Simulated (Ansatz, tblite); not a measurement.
Cost and result up the ladder for MgMeF (CH₃FMg) (6 atoms). Charge 0, multiplicity 1. Geometry: PBE-D4/def2-TZVP.

```xyz
6

Mg   -0.196    0.108    1.271
C     0.120   -0.066   -0.778
H    -0.677    0.434   -1.349
H     0.141   -1.121   -1.090
H     1.077    0.388   -1.075
F    -0.465    0.257    3.022
```

Ansatz on 4 threads of Arm Neoverse V1 on a shared host; xTB runs through tblite on one thread. Times are rough, summed over both states, and most runs start from the orbitals of an earlier one. PBE0-D4/def2-TZVP serves as the yardstick here, not as an exact answer. The other state is a triplet.

The xTB rows come from tblite.

xTB has no spin-polarisation term.

```json
{"level": "GFN2-xTB", "functions": "20", "wall time": "0.005 s"}
{"level": "GFN1-xTB", "functions": "18", "wall time": "0.006 s"}
{"level": "PBE-D4/def2-TZVP", "functions": "112", "wall time": "1.7 s"}
{"level": "PBE0-D4/def2-TZVP (with forces)", "functions": "112", "wall time": "2 s"}
{"level": "r2SCAN-D4/def2-TZVP", "functions": "112", "wall time": "3.5 s"}
```

Q: Estimate what each level gives for the vertical triplet (eV).

A: 
| level | vertical triplet (eV) | difference from PBE0-D4/def2-TZVP (eV) |
| --- | --- | --- |
| GFN2-xTB | 3.01 | -1.60 |
| GFN1-xTB | 3.66 | -0.94 |
| PBE-D4/def2-TZVP | 4.49 | -0.12 |
| PBE0-D4/def2-TZVP (with forces) | 4.61 | 0.00 |
| r2SCAN-D4/def2-TZVP | 4.45 | -0.16 |
